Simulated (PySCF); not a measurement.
Ionisation energy of Ne by level of theory

Ne [Ne] (1S) → Ne⁺ [He] 2s2 2p5 (2P), as a difference of total energies. Computed with PySCF 2.14 in aug-cc-pVTZ-DK (5s4p3d2f, 46 functions), with the spin-free X2C one-electron Hamiltonian (Gaussian nucleus). Correlated levels: valence: 1s2 frozen. The calculations carry no spin-orbit coupling.

```tsv
method	ionisation energy (eV)	plus first-order spin-orbit estimate	error of that sum (eV)
UHF	19.673	19.640	-1.925
LDA	22.195	22.163	+0.598
PBE	21.662	21.630	+0.065
PBE0	21.455	21.422	-0.143
r2SCAN	21.493	21.461	-0.104
MN15	21.704	21.672	+0.107
B3LYP	21.714	21.681	+0.116
BP86	21.757	21.725	+0.160
PBEsol	21.690	21.658	+0.093
MP2 (valence)	21.647	21.614	+0.049
SCS-MP2 (valence)	21.498	21.466	-0.099
```

Reference: 21.565 eV (measured; NIST Atomic Spectra Database, ionization energies).

A first-order spin-orbit estimate (lowest level to lowest level, LS coupling) adds -0.032 eV.

Errors of the correlated levels include the incompleteness of this basis and the frozen core.
